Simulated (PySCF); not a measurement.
**From a log to its input**

A PySCF 2.14 run on the atoms P 0 0 0; N 0 0 1.424 (angstrom) printed this (some set-up lines and the per-cycle HOMO/LUMO lines with their warnings removed):

```
PySCF version 2.14.0

[INPUT] verbose = 4
[INPUT] num. atoms = 2
[INPUT] num. electrons = 22
[INPUT] charge = 0
[INPUT] spin (= nelec alpha-beta = 2S) = 0
[INPUT] symmetry False subgroup None
[INPUT] Mole.unit = angstrom

nuclear repulsion = 39.0193870411517
number of shells = 18
number of NR pGTOs = 86
number of NR cGTOs = 40
basis = 6-31+g*
ecp = {}

******** <class 'pyscf.scf.hf.RHF'> ********
method = RHF
initial guess = minao
damping factor = 0
level_shift factor = 0
DIIS = <class 'pyscf.scf.diis.CDIIS'>
diis_start_cycle = 1
diis_space = 8
diis_damp = 0
SCF conv_tol = 1e-09
SCF conv_tol_grad = None
SCF max_cycles = 50
direct_scf = True
direct_scf_tol = 1e-13
Set gradient conv threshold to 3.16228e-05
Initial guess from minao.
init E= -395.172308939044
cycle= 1 E= -395.08912567709  delta_E= 0.0832  |g|= 0.335  |ddm|=  1.8
cycle= 2 E= -395.097423872787  delta_E= -0.0083  |g|= 0.337  |ddm|= 0.679
cycle= 3 E= -395.12525139849  delta_E= -0.0278  |g|= 0.0357  |ddm|= 0.319
cycle= 4 E= -395.125853578624  delta_E= -0.000602  |g|= 0.0121  |ddm|= 0.0599
cycle= 5 E= -395.125940406973  delta_E= -8.68e-05  |g|= 0.00343  |ddm|= 0.0296
cycle= 6 E= -395.125948935994  delta_E= -8.53e-06  |g|= 0.00103  |ddm|= 0.0125
cycle= 7 E= -395.125949539336  delta_E= -6.03e-07  |g|= 0.000101  |ddm|= 0.00419
cycle= 8 E= -395.125949545758  delta_E= -6.42e-09  |g|= 9.89e-06  |ddm|= 0.000423
cycle= 9 E= -395.125949545805  delta_E= -4.68e-11  |g|= 1.4e-06  |ddm|= 2.68e-05
Extra cycle  E= -395.125949545806  delta_E= -5.68e-13  |g|= 7.85e-07  |ddm|= 3.15e-06
converged SCF energy = -395.125949545806
wavenumber (cm^-1) = [1725.6]
Dipole moment(X, Y, Z, Debye):  0.00000, -0.00000, -3.18403
orbital energies (hartree): [-0.4868 -0.4601 -0.4601  0.0385  0.0385  0.0629]
```

Q: Write the input that gave this log.

A: The input was:

```python
from pyscf import gto, scf
from pyscf.hessian import thermo

mol = gto.M(
    atom='P 0 0 0; N 0 0 1.424',
    basis='6-31+g*',
    charge=0,
    spin=0,
    verbose=4,
)
mf = scf.RHF(mol)
mf.kernel()
hess = mf.Hessian().kernel()
print('wavenumber (cm^-1) =', thermo.harmonic_analysis(mol, hess)['freq_wavenumber'].round(1))
mf.dip_moment()
print('orbital energies (hartree):', mf.mo_energy[..., max(0, mol.nelec[1]-3):mol.nelec[0]+3].round(4))
```

Stability towards an unrestricted solution was not tested. The bond length is a typed value, not an optimised one, so the wavenumber is not that of the minimum. No search for the lowest solution was made.
